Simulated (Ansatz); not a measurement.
## Breaking a bond in BH2SF (SMILES FBS)

BH2SF has 5 atoms, charge 0, and is taken as a singlet. SMILES: `FBS`. The shape is that of a PBE0-D4/def2-TZVP optimisation. This is one conformer, not always the lowest.

```xyz
5

F    -1.1191   -0.9059   -1.0692
B    -0.4128   -0.3391   -0.1061
S     0.9724    0.6986   -0.5794
H    -0.7120   -0.5309    1.0337
H     1.3214    1.0037    0.6796
```

The S3–H5 distance is scanned; the parts on either side stay rigid. Basis STO-3G, 7 core orbitals frozen in the correlated methods; program Ansatz 0.2.0. FCI is exact within this basis and core. Energies in eV from each method's value at 1.342 Å; methods without a U are spin-restricted. The shape above is that at 1.342 Å.

```json
{"distance (Å)": "1.342", "SVWN5": "0.00", "r2SCAN0": "0.00", "HSE06": "0.00", "B2PLYP": "0.00", "MP2": "0.00", "CCSDT": "0.00", "FCI": "0.00"}
{"distance (Å)": "1.677", "SVWN5": "0.95", "r2SCAN0": "1.15", "HSE06": "1.08", "B2PLYP": "1.09", "MP2": "1.17", "CCSDT": "0.94", "FCI": "0.94"}
{"distance (Å)": "2.012", "SVWN5": "2.70", "r2SCAN0": "3.11", "HSE06": "2.97", "B2PLYP": "2.94", "MP2": "3.08", "CCSDT": "2.44", "FCI": "2.44"}
{"distance (Å)": "2.683", "SVWN5": "5.38", "r2SCAN0": "6.13", "HSE06": "5.87", "B2PLYP": "5.49", "MP2": "5.42", "CCSDT": "3.87", "FCI": "3.86"}
{"distance (Å)": "3.354", "SVWN5": "6.56", "r2SCAN0": "7.51", "HSE06": "7.19", "B2PLYP": "5.97", "MP2": "5.25", "CCSDT": "4.07", "FCI": "4.07"}
```

Departure from the FCI curve at its largest: SVWN5 +2.49 eV at 3.35 Å; r2SCAN0 +3.44 eV at 3.35 Å; HSE06 +3.12 eV at 3.35 Å; B2PLYP +1.90 eV at 3.35 Å; MP2 +1.56 eV at 2.68 Å; CCSDT +0.01 eV at 2.68 Å. The curve of MP2 turns over, which the reference doesn't. Restricted functionals keep the electrons paired too, and rise too high.
